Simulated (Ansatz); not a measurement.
Input file:

```yaml
crystal:
  periodic: [false, false, false]
  atoms:
    - {symbol: Si, position_ang: [-0.949105, 0.000000, 0.000000]}
    - {symbol: H, position_ang: [-1.443976, 1.399708, 0.000000]}
    - {symbol: H, position_ang: [-1.443976, -0.699854, 1.212183]}
    - {symbol: H, position_ang: [-1.443976, -0.699854, -1.212183]}
    - {symbol: H, position_ang: [0.794895, 0.000000, 0.000000]}
    - {symbol: O, position_ang: [1.888895, 0.000000, 0.000000]}
basis:
  gaussian: {orbitals: 6-31G}
magnetization: {spin_polarized: false, initial_magnetization: 2}
correlation: {method: fic_mrcisd_q_relaxed, electrons: valence, active_space: {window: {electrons: 4, orbitals: 8}, states: [{multiplicity: 3, weights: [1, 0.5, 1, 1]}, {multiplicity: 5, weights: [1]}], root: 0}}
accuracy: high
```

```sh
$ ansatz run in.yaml --threads 1 --pin off --events-out ev --progress --plain --max-ram 2393MiB
```

Task: Roughly how long does this take on 1 thread of Arm Neoverse V2, shared host, and how much host memory?

Result: 71 s wall and 0.27 GiB.

```
646 factors; integrals over basis functions are off by at most 3.2e-9 eV
mean field evaluation 1: about -9949.7961 eV, gradient 2.9e1 eV
mean field evaluation 2: about -9949.8006 eV, gradient 3.0e1 eV
mean field evaluation 4: about -9956.2637 eV, gradient 5.8e0 eV
mean field evaluation 8: about -9956.4537 eV, gradient 4.0e-1 eV
mean field evaluation 16: about -9956.4550 eV, gradient 1.3e-8 eV
mean field evaluation 32: about -9956.4550 eV, gradient 1.9e-5 eV
mean field evaluation 64: about -9956.4550 eV, gradient 5.7e-4 eV
mean field evaluation 96: about -9956.4550 eV, gradient 1.5e-8 eV
mean field evaluation 128: about -9956.4550 eV, gradient 1.3e-2 eV
mean field -9956.45503862 eV, -365.8929739416 hartree, gradient 1.5e-8 eV, S^2 2.000000; 5 other end points of the search recorded, 0 dependent functions left out
reference -9956.45503862 eV, -365.8929739416 hartree; 14, 12 occupied and 16, 18 virtual orbitals, 646 factors
state -9957.05250273 eV, -365.9149303426 hartree
state -9957.03993708 eV, -365.9144685637 hartree
state -9954.42949440 eV, -365.8185365644 hartree
state -9949.44041140 eV, -365.6351911460 hartree
contracted CI cycle   1: correlation -0.00000000 eV, -0.0000000000 hartree, residual 1.63e1 eV
...
contracted CI cycle  13: correlation -4.46621455 eV, -0.1641303573 hartree, residual 8.88e-4 eV
contracted CI cycle  14: correlation -4.46621457 eV, -0.1641303582 hartree, residual 4.69e-4 eV
contracted CI cycle  15: correlation -4.46621458 eV, -0.1641303584 hartree, residual 1.96e-4 eV
contracted CI cycle  16: correlation -4.46621458 eV, -0.1641303585 hartree, residual 8.09e-5 eV
contracted CI cycle  17: correlation -4.46621458 eV, -0.1641303585 hartree, residual 3.95e-5 eV
contracted CI cycle  18: correlation -4.46621458 eV, -0.1641303585 hartree, residual 2.75e-5 eV
contracted CI cycle  19: correlation -4.46621458 eV, -0.1641303585 hartree, residual 1.70e-5 eV
contracted CI cycle  20: correlation -4.46621458 eV, -0.1641303585 hartree, residual 1.01e-5 eV
contracted CI cycle  21: correlation -4.46621458 eV, -0.1641303585 hartree, residual 6.08e-6 eV
contracted CI cycle  22: correlation -4.46621458 eV, -0.1641303585 hartree, residual 3.05e-6 eV
state -9947.52178835 eV, -365.5646830493 hartree; corrected -9952.42609189 eV, -365.7449128801 hartree
state -9957.05250273 eV, -365.9149303426 hartree; corrected -9961.46189059 eV, -366.0769723576 hartree
state -9957.03993708 eV, -365.9144685637 hartree; corrected -9961.46337502 eV, -366.0770269095 hartree
state -9954.42949440 eV, -365.8185365644 hartree; corrected -9958.34232632 eV, -365.9623304853 hartree
state -9949.44041140 eV, -365.6351911460 hartree; corrected -9954.61664455 eV, -365.8254142057 hartree
state -9947.42966542 eV, -365.5612975943 hartree; corrected -9951.95527677 eV, -365.7276107439 hartree
1 active orbitals were swapped for others, from the solution at -9950.89909870 eV, -365.6887969156 hartree to that at -9952.63823153 eV, -365.7527088681 hartree; typed "places" are swapped only where nearly empty or full, and so, without "given_window_search", are "orbital_numbers", "shells" and a window whose orbitals a file names under [Active]
Total energy: -9961.46189059 eV, -366.0769723576 hartree
```

Natural occupations, averaged over the states: 1.3241 1.2136 0.9794 0.4453 0.0202 0.0087 0.0079 0.0008.
